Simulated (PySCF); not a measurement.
C5H8.
Numbering: `[CH:1]#[C:2][CH:3]([CH3:4])[CH3:5]`

Lines to be assigned: C 1s: 290.03 (area 1), 290.49 (area 1), 290.69 (area 2), 291.50 (area 1) eV.

Level of theory: PySCF, delta-SCF UKS SCAN, pcX-2 on the ionised atom, pcseg-1 elsewhere, spin-free X2C. Geometry: PBE0-D3(BJ)/def2-SVP; no solvent, vibrations or thermal averaging.

Question: Assign the C 1s lines to atoms.

Answer: 290.03 eV: C1 (terminal alkyne carbon); 290.49 eV: C2 (alkyne carbon); 290.69 eV: C4/C5 (methyl carbon); 291.50 eV: C3 (propargylic carbon). Lowest listed C 1s: C1, bonded to C (triple bond) and H. Highest, 1.47 eV above it: C3, bonded to 3 C and H. The widest gap between neighbouring values is 0.81 eV, between 290.69 and 291.50 eV. Summing the Pauling electronegativity differences to the bonded atoms, each weighted by its formal bond order, gives -0.35 for the lowest site and -0.35 for the highest; the largest sum, 0.00, belongs to C2, 1.01 eV below the top. The smallest sum, -1.05, belongs to C4/C5, 0.66 eV above the lowest.

Bonded neighbours of each site: C1: C (triple bond) and H; C2: C (triple bond) and C; C3: 3 C and H; C4/C5: C and 3 H.

Question: What is the C 1s shift of C4/C5 against C2?

Answer: 290.69 − 290.49 = +0.20 eV, or +19 kJ/mol.

The first atom of each set that the bonding makes equivalent was ionised and stands for the set. The unrestricted hole states depart most from a pure doublet (⟨S²⟩ = 0.75; over 0.85 named) for C 1s of C2 (0.87), which makes this value less certain.

On Arm Neoverse V1, one thread, shared host with 32 logical CPUs at a one-minute load of 18, this took 26 s wall and 0.51 GiB of memory at its peak.
